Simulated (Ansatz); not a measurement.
Counterpoise correction, worked out

The pair of NH3 (SMILES N, atoms 1–4) and SiNH5 (SMILES [SiH3]N, atoms 5–11), both closed shells, in one local arrangement (a lower one may exist), relaxed at PBE0-D4/def2-TZVP:

```
11
angstrom
N 0.0293 0.0193 -2.2258
H 0.8467 0.0796 -2.8205
H -0.6371 -0.5870 -2.6882
H -0.3817 0.9446 -2.1893
Si -0.3436 0.2588 1.8410
N 0.7534 -0.4825 0.7578
H 0.3005 0.3997 3.1754
H -0.6818 1.6048 1.3022
H -1.6433 -0.4484 2.0711
H 0.5550 -0.4431 -0.2402
H 1.2026 -1.3458 1.0166
```

Program: Ansatz 0.2.0. Basis: def2-TZVPPD. Cores are frozen in the correlated methods.

CCSD(T) total energies in eV:

| system | geometry | basis functions | energy |
| --- | --- | --- | --- |
| pair | pair | all | -10972.56333 |
| NH3 | as in the pair | all (partner as ghosts) | -1536.87526 |
| SiNH5 | as in the pair | all (partner as ghosts) | -9435.50328 |
| NH3 | as in the pair | its own | -1536.86035 |
| SiNH5 | as in the pair | its own | -9435.49658 |
| NH3 | free (PBE0-D4 minimum) | its own | -1536.86075 |
| SiNH5 | free (PBE0-D4 minimum) | its own | -9435.50779 |

(1) Work out the interaction energy with and without the counterpoise correction, the superposition error, and the binding energy from the relaxed fragments.

T1 diagnostic: at most 0.010.

## Answers

(1) Without correction: -10972.56333 − (-1536.86035) − (-9435.49658) = -0.20640 eV.
With correction (each fragment in the whole basis): -10972.56333 − (-1536.87526) − (-9435.50328) = -0.18479 eV = -4.26 kcal/mol.
The superposition error is the difference, 0.02161 eV, 10 % of the uncorrected value: each fragment borrows its partner's functions.
Deformation from the free shapes: 0.00040 eV for NH3 and 0.01121 eV for SiNH5.
Binding energy from relaxed fragments: -0.18479 + 0.00040 + 0.01121 = -0.17318 eV = -3.99 kcal/mol (electronic, without zero-point energy; negative means bound). For comparison, the corrected interaction energy by CCSD(T) at an estimated basis limit (MP2 extrapolated from triple and quadruple zeta, plus CCSD(T) − MP2 in triple zeta) is -0.198 eV; triple zeta with the correction binds less.

For scale, one of the runs: CCSD(T)/def2-TZVPPD, 258 basis functions, launched by `ansatz run in.yaml --threads 4 --pin off --events-out ev --progress --plain --max-ram 9574MiB`. Time: 74 s of wall clock on 4 CPU threads of an Arm Neoverse V2; the host was shared. Peak host memory: 5.8 GiB.
